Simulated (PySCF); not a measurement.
# CH4FSi (SMILES C[SiH]F): UHF/def2-TZVPD

What is the vertical doublet–quartet gap of CH4FSi at UHF/def2-TZVPD? Input form: a Python script.

The results are computed with PySCF 2.14.0.

1 further run of the same task is left out (set aside as unsound or not needed).

## 1. The structure to begin with

CH4FSi has 7 atoms, charge 0, and is taken as a doublet. As SMILES, `C[SiH]F`. The shape is that of a PBE0-D4/def2-TZVP optimisation.

Bond lengths: C1–Si2 1.864 Å, Si2–F3 1.609 Å, C1–H4 1.091 Å, C1–H5 1.093 Å, C1–H6 1.094 Å, Si2–H7 1.494 Å. Angles: C1–Si2–F3 108.7°, C1–Si2–H7 111.7°, F3–Si2–H7 106.7°, Si2–C1–H4 111.5°, Si2–C1–H5 109.9°, Si2–C1–H6 110.0°, H4–C1–H5 108.4°, H4–C1–H6 108.5°, H5–C1–H6 108.5°.

## 2. A single-point energy at UHF/def2-TZVPD

Input file calc.py:

```python
from pyscf import gto, scf

mol = gto.M(
    atom='''
C       -0.653500       0.389500      -0.298000
Si       0.917400      -0.594100      -0.104100
F        0.640700      -1.812800       0.909600
H       -1.444900      -0.207800      -0.754100
H       -0.470200       1.260900      -0.931700
H       -1.000700       0.738300       0.679600
H        2.011300       0.226000       0.498700
''',
    verbose=4,
    spin=1,
    max_memory=1860,
    charge=0,
    basis='def2-tzvpd',
)

calc0 = scf.UHF(mol)
calc0.conv_tol = 1e-10
calc0.kernel()
if not calc0.converged:
    calc0 = calc0.newton().run(calc0.mo_coeff, calc0.mo_occ)

etot = calc0.e_tot
print(f'total energy: {etot:.8f} hartree')
```

Launch:

```bash
$ OMP_NUM_THREADS=1 python calc.py
```

The log of the run:

```text
PySCF version 2.14.0

[INPUT] num. atoms = 7
[INPUT] num. electrons = 33
[INPUT] charge = 0
[INPUT] spin (= nelec alpha-beta = 2S) = 1
[INPUT] symmetry False subgroup None
[INPUT] Mole.unit = angstrom
[INPUT] Symbol           X                Y                Z      unit          X                Y                Z       unit  Magmom
[INPUT]  1 C     -0.653500000000   0.389500000000  -0.298000000000 AA   -1.234936022403   0.736048325518  -0.563138385120 Bohr   0.0
[INPUT]  2 Si     0.917400000000  -0.594100000000  -0.104100000000 AA    1.733634746676  -1.122686290604  -0.196720489567 Bohr   0.0
[INPUT]  3 F      0.640700000000  -1.812800000000   0.909600000000 AA    1.210747528009  -3.425695518612   1.718894882904 Bohr   0.0
[INPUT]  4 H     -1.444900000000  -0.207800000000  -0.754100000000 AA   -2.730465277384  -0.392685088685  -1.425042470535 Bohr   0.0
[INPUT]  5 H     -0.470200000000   1.260900000000  -0.931700000000 AA   -0.888549223770   2.382755670464  -1.760657830257 Bohr   0.0
[INPUT]  6 H     -1.000700000000   0.738300000000   0.679600000000 AA   -1.891048932852   1.395184797766   1.284257874254 Bohr   0.0
[INPUT]  7 H      2.011300000000   0.226000000000   0.498700000000 AA    3.800806154338   0.427078104152   0.942406418321 Bohr   0.0

nuclear repulsion = 106.882452021489
number of shells = 62
number of NR pGTOs = 220
number of NR cGTOs = 156
basis = def2-tzvpd
ecp = {}

******** <class 'pyscf.scf.uhf.UHF'> ********
method = UHF
initial guess = minao
damping factor = 0
level_shift factor = 0
DIIS = <class 'pyscf.scf.diis.CDIIS'>
diis_start_cycle = 1
diis_space = 8
diis_damp = 0
SCF conv_tol = 1e-10
SCF conv_tol_grad = None
SCF max_cycles = 50
direct_scf = True
direct_scf_tol = 1e-13
number electrons alpha = 17  beta = 16
Set gradient conv threshold to 1e-05
init E= -428.627933447464
[... the frontier-level lines of each cycle are left out ...]

cycle= 1 E= -428.599997188036  delta_E= 0.0279  |g|= 0.358  |ddm|= 1.36
cycle= 2 E= -428.652869973964  delta_E= -0.0529  |g|= 0.228  |ddm|= 0.441
cycle= 3 E= -428.669202621856  delta_E= -0.0163  |g|= 0.0414  |ddm|= 0.137
cycle= 4 E= -428.671441124266  delta_E= -0.00224  |g|= 0.0116  |ddm|= 0.117
cycle= 5 E= -428.671685895689  delta_E= -0.000245  |g|= 0.00448  |ddm|= 0.0421
cycle= 6 E= -428.671729634835  delta_E= -4.37e-05  |g|= 0.00181  |ddm|= 0.0196
cycle= 7 E= -428.671737034847  delta_E= -7.4e-06  |g|= 0.000724  |ddm|= 0.00671
cycle= 8 E= -428.671738176577  delta_E= -1.14e-06  |g|= 0.000261  |ddm|= 0.00264
cycle= 9 E= -428.671738299482  delta_E= -1.23e-07  |g|= 9.36e-05  |ddm|= 0.000845
cycle= 10 E= -428.671738318137  delta_E= -1.87e-08  |g|= 3.93e-05  |ddm|= 0.000332
cycle= 11 E= -428.671738321727  delta_E= -3.59e-09  |g|= 1.43e-05  |ddm|= 0.000173
cycle= 12 E= -428.671738322144  delta_E= -4.17e-10  |g|= 6.62e-06  |ddm|= 4.69e-05
cycle= 13 E= -428.671738322224  delta_E= -8.01e-11  |g|= 2.7e-06  |ddm|= 1.68e-05
Extra cycle  E= -428.67173832223  delta_E= -6.03e-12  |g|= 1.73e-06  |ddm|= 4.31e-06
converged SCF energy = -428.67173832223  <S^2> = 0.75326781  2S+1 = 2.0032651
total energy: -428.67173832 hartree
```

Run time: 15 s. Hardware: 1 thread of Arm Neoverse V1, shared host; peak memory 0.67 GiB.

## 3. The quartet

Input file calc.py:

```python
from pyscf import gto, scf

molecule = gto.M(
    atom='''
C     -1.234936     0.736048    -0.563138
Si     1.733635    -1.122686    -0.196720
F      1.210748    -3.425696     1.718895
H     -2.730465    -0.392685    -1.425042
H     -0.888549     2.382756    -1.760658
H     -1.891049     1.395185     1.284258
H      3.800806     0.427078     0.942406
''',
    unit='bohr',
    charge=0,
    basis='def2-tzvpd',
    spin=3,
    verbose=4,
    max_memory=1860,
)

myscf = scf.UHF(molecule)
myscf.conv_tol = 1e-10
myscf.kernel()
if not myscf.converged:
    myscf = myscf.newton().run(myscf.mo_coeff, myscf.mo_occ)

etot = myscf.e_tot
print(f'total energy: {etot:.8f} hartree')
```

Launch:

```bash
$ OMP_NUM_THREADS=1 python calc.py
```

The log of the run:

```text
PySCF version 2.14.0

[INPUT] num. atoms = 7
[INPUT] num. electrons = 33
[INPUT] charge = 0
[INPUT] spin (= nelec alpha-beta = 2S) = 3
[INPUT] symmetry False subgroup None
[INPUT] Mole.unit = bohr
[INPUT] Symbol           X                Y                Z      unit          X                Y                Z       unit  Magmom
[INPUT]  1 C     -0.653499988145   0.389499827743  -0.297999796203 AA   -1.234936000000   0.736048000000  -0.563138000000 Bohr   0.0
[INPUT]  2 Si     0.917400134053  -0.594099846219  -0.104099740932 AA    1.733635000000  -1.122686000000  -0.196720000000 Bohr   0.0
[INPUT]  3 F      0.640700249767  -1.812800254740   0.909600061964 AA    1.210748000000  -3.425696000000   1.718895000000 Bohr   0.0
[INPUT]  4 H     -1.444899853215  -0.207799953070  -0.754099751004 AA   -2.730465000000  -0.392685000000  -1.425042000000 Bohr   0.0
[INPUT]  5 H     -0.470199881586   1.260900174383  -0.931700089824 AA   -0.888549000000   2.382756000000  -1.760658000000 Bohr   0.0
[INPUT]  6 H     -1.000700035533   0.738300107017   0.679600066542 AA   -1.891049000000   1.395185000000   1.284258000000 Bohr   0.0
[INPUT]  7 H      2.011299918328   0.225999944885   0.498699778634 AA    3.800806000000   0.427078000000   0.942406000000 Bohr   0.0

nuclear repulsion = 106.882448575904
number of shells = 62
number of NR pGTOs = 220
number of NR cGTOs = 156
basis = def2-tzvpd
ecp = {}

******** <class 'pyscf.scf.uhf.UHF'> ********
method = UHF
initial guess = minao
damping factor = 0
level_shift factor = 0
DIIS = <class 'pyscf.scf.diis.CDIIS'>
diis_start_cycle = 1
diis_space = 8
diis_damp = 0
SCF conv_tol = 1e-10
SCF conv_tol_grad = None
SCF max_cycles = 50
direct_scf = True
direct_scf_tol = 1e-13
number electrons alpha = 18  beta = 15
Set gradient conv threshold to 1e-05
[... 4 lines left out ...]
WARN: HOMO 0.0533304417580125 >= LUMO -0.350881151359886
[... 5 lines left out ...]
WARN: HOMO -0.118854234493249 >= LUMO -0.285735051288285
[... 5 lines left out ...]
WARN: HOMO -0.111322967423085 >= LUMO -0.20540352314309
[... 5 lines left out ...]
WARN: HOMO -0.110351061950851 >= LUMO -0.162572006577534
[... 5 lines left out ...]
WARN: HOMO -0.114449808111658 >= LUMO -0.15888495634718
[... 5 lines left out ...]
WARN: HOMO -0.116570763125253 >= LUMO -0.152561446008256
[... 5 lines left out ...]
WARN: HOMO -0.119833622911685 >= LUMO -0.147732608933367
[... 5 lines left out ...]
WARN: HOMO -0.125143760933248 >= LUMO -0.141452864647086
[... 5 lines left out ...]
WARN: HOMO -0.127959983034323 >= LUMO -0.138232960590408
[... 5 lines left out ...]
WARN: HOMO -0.130054325025519 >= LUMO -0.13552820830192
[... 5 lines left out ...]
WARN: HOMO -0.134250233652651 >= LUMO -0.133333191534597
[... 9 lines left out ...]
WARN: HOMO -0.127837789177114 >= LUMO -0.133478098934219
[... 82 lines left out ...]
converged SCF energy = -428.381607964349  <S^2> = 3.7765643  2S+1 = 4.0132602
total energy: -428.38160796 hartree
```

It took 30 s on 1 thread of Arm Neoverse V1, shared host; peak memory 0.67 GiB.

## 4. Summary of results

Level: UHF/def2-TZVPD.

| quantity | value |
| --- | --- |
| doublet: total energy | -428.67174 Eh |
| doublet: dipole moment | 1.84 D |
| doublet: HOMO energy (highest over α and β) | -9.23 eV |
| doublet: LUMO energy (lowest over α and β) | 1.23 eV |
| doublet: ⟨S²⟩ | 0.753 |
| quartet: total energy | -428.38161 Eh |
| quartet: dipole moment | 4.33 D |
| quartet: HOMO energy (highest over α and β) | -3.76 eV |
| quartet: LUMO energy (lowest over α and β) | -3.66 eV |
| quartet: ⟨S²⟩ | 3.777 |
| vertical energy of the quartet above the doublet | 7.895 eV |

**Reading.** At this shape the quartet lies 7.89 eV (762 kJ/mol) above the doublet. Mulliken charges (quartet) run from -0.30 on C1 to +0.20 on H4; in a basis this large or diffuse they mean little.
